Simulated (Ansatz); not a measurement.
`CC(C)=C(C)O` + H₂ → `CC=C(C)C` + H₂O at 400 K and 1 bar (hydrogenolysis of a C–O bond).

Gas-phase electronic energies from Ansatz, PBE0-D4/def2-TZVP geometries. CCSD(T)/CBS is the MP2 limit (def2-TZVPP, def2-QZVPP) plus CCSD(T) − MP2 in def2-TZVPP, frozen cores. This one scheme is used for every species. One conformer a species, not always the lowest.

| species | CCSD(T)/CBS energy (Eh) | H − E (kJ/mol) | S (J/(mol·K)) |
| --- | --- | --- | --- |
| `CC(C)=C(C)O` | -271.44643 | 407.5 | 401.1 |
| H₂ | -1.17544 | 38.0 | 139.0 |
| `CC=C(C)C` | -196.27428 | 390.0 | 367.6 |
| H₂O | -76.37941 | 69.8 | 198.6 |

H − E and S are ideal-gas, rigid-rotor, harmonic terms from PBE0-D4/def2-TZVP, for one conformer and one mirror image of each species. The MP2-based limit puts H₂ 0.8 mEh under its directly extrapolated value; such offsets cancel only in part. 1 Eh = 2625.50 kJ/mol, R = 8.31446 J/(mol·K).

Task: By hand: ΔE, ΔH, ΔS and ΔG.

Result: ΔE = (-196.27428) + (-76.37941) − (-271.44643) − (-1.17544) = -0.03182 Eh = -83.5 kJ/mol. Δ(H − E) = 390.0 + 69.8 − 407.5 − 38.0 = 14.3, so ΔH = -69.2 kJ/mol. ΔS = 367.6 + 198.6 − 401.1 − 139.0 = 26.1 J/(mol·K). ΔG = -69.2 − 400 × (26.1)/1000 = -79.6 kJ/mol.

Task: By hand: the equilibrium constant, and the temperature at which ΔG would vanish if ΔH and ΔS stayed fixed.

Result: log₁₀ K = −ΔG/(RT ln 10) = 10.4. ΔH and −TΔS have one sign here, so there is no such temperature.

ΔH outweighs TΔS. A doubt of 5 kJ/mol in ΔE shifts log₁₀ K by 0.7 here. Other conformers and mirror images would add mixing entropy, several J/(mol·K) or more a flexible species. These are equilibria of isolated gas molecules and say nothing of rates. Largest T1 diagnostic: 0.011 (customary marks: 0.02 for closed shells, 0.045 for open ones).
